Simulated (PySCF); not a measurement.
Two structures of AlH2Cl, singlet, reached by relaxing down either side of one saddle point (PBE0-D4/def2-TZVP). Energies are electronic, without zero-point energy. Program: PySCF 2.14 with density fitting (its default auxiliary sets; JK sets also for MP2 and CCSD(T)). Basis: def2-TZVPP and def2-QZVPP. Cores are frozen in the correlated methods. Extrapolation: Hartree–Fock as exp(−7.88 √X), correlation as X^−2.97. First:

```csv
atom,x (Å),y (Å),z (Å)
Al1,0.0114,-0.1119,-0.1104
H2,1.2355,-0.0383,-1.0995
H3,-1.1047,-1.2236,-0.1352
Cl4,-0.1439,1.3840,1.3514
```

Second:

```
atom    x (Å)    y (Å)    z (Å)
 Al1   1.2254   1.4743   0.4243
  H2  -0.1357  -1.4586  -1.2943
  H3  -0.5642  -1.2281  -0.7273
 Cl4  -0.5469   1.1928   1.6069
```

**Question.** Which bonds change from the first to the second?

**Answer.** AlH₂Cl ([AlH2][Cl]) → AlCl + H₂; bonds formed: H2–H3; bonds broken: Al1–H2, Al1–H3.

**Question.** Give the saddle point's structure and its height above each. (To be estimated.)

**Answer.** Computed: 324.8 kJ/mol above the first and 256.7 kJ/mol above the second (CCSD(T) at an estimated basis limit (MP2 extrapolated from triple and quadruple zeta, plus CCSD(T) − MP2 in triple zeta)).
```csv
atom,x (Å),y (Å),z (Å)
Al1,0.4899,0.4606,-0.0136
H2,0.6446,-0.6356,-1.1222
H3,-0.5103,-1.0142,-0.4616
Cl4,-0.6243,1.1893,1.5974
```

No T1 diagnostic of these runs exceeds 0.024. The restricted Hartree–Fock reference is unstable towards an unrestricted one at one or more of these structures. A large double-excitation amplitude points to some diradical character; no triplet was computed.

Labels in which every atom is bracketed show which atoms are joined, not bond orders.

For scale, one of the runs: CCSD(T)/def2-TZVPP, 112 basis functions, launched by `OMP_NUM_THREADS=4 python run.py`. The run took about 7.7 s on 4 CPU threads of an AMD EPYC 9B45 (shared host).
